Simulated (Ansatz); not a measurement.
HON, quintet in cc-pVDZ: errors against UCCSDTQ

Geometry: that of the HON, triplet, kept fixed. The singlet lies 9.0 eV lower here.

```yaml
atoms:
  - { symbol: N, position_ang: [0.0000, -0.0590, 0.7269] }
  - { symbol: O, position_ang: [0.0000, 0.1003, -0.5734] }
  - { symbol: H, position_ang: [0.0000, -0.7728, -0.9996] }
```

Basis cc-pVDZ; Ansatz 0.2.0. Only valence electrons are correlated (noble-gas cores frozen), which leaves 12 electrons in 31 orbitals. R marks a restricted (for open shells ROHF) determinant, U an unrestricted one. Active spaces: valence = (12e, 9o) chosen from the atoms' valence shells.

Full CI isn't at hand for all of this; UCCSDTQ serves as the reference, and is uncertain by about the last step of the cluster series. The frozen core follows each run's orbitals, which can shift R against U totals by a few meV.

For open shells CISD is restricted-active-space CI with the open shells as a complete middle space.

- UHF ⟨S²⟩: 6.022
- T1 diagnostic (RCCSD): 0.0220
- largest doubles amplitude (RCCSD): 0.052
- T1 diagnostic (UCCSD): 0.0182

```csv
level,E − E(UCCSDTQ) (mEh),share of correlation (%),wall time
RHF,287.77,0.00,–
UHF,274.96,4.45,–
RMP2,35.25,87.75,–
UMP2,36.53,87.31,–
CISD,20.74,92.79,3.4 s
RCCSD,6.71,97.67,–
UCCSD,6.50,97.74,–
RCCSD(T),1.18,99.59,2 s
UCCSD(T),1.12,99.61,1.8 s
BCCD(T),1.19,99.59,2.2 s
RCCSDT,0.51,99.82,–
UCCSDT,0.43,99.85,–
RCCSDT(Q),0.10,99.97,13 s
UCCSDT(Q),0.00,100.00,11 s
RCCSDTQ,0.08,99.97,79 s (H100)
CASSCF (valence space),246.01,14.51,–
NEVPT2 (valence space),42.47,85.24,1.4 s
MRCISD (valence space),15.74,94.53,–
MRCISD+Q (valence space),1.51,99.48,2.8 s
```

The correlation energy at UCCSDTQ, counted from RHF, is -7.831 eV. That run took 64 s on 2 threads of AMD EPYC 7R13 with a shared H100 80 GB, shared host.

Times hold each run's SCF and search for its determinant on a shared host, so for small cases they say little of a method's own cost; rows without a card ran on 1 thread of AMD EPYC 7R13.

Natural occupations of CASSCF (valence space) about the gap: 1.994 1.969 1.005 1.002 1.001 0.998 0.038; effectively unpaired electrons, Σ n²(2−n)², 4.01.
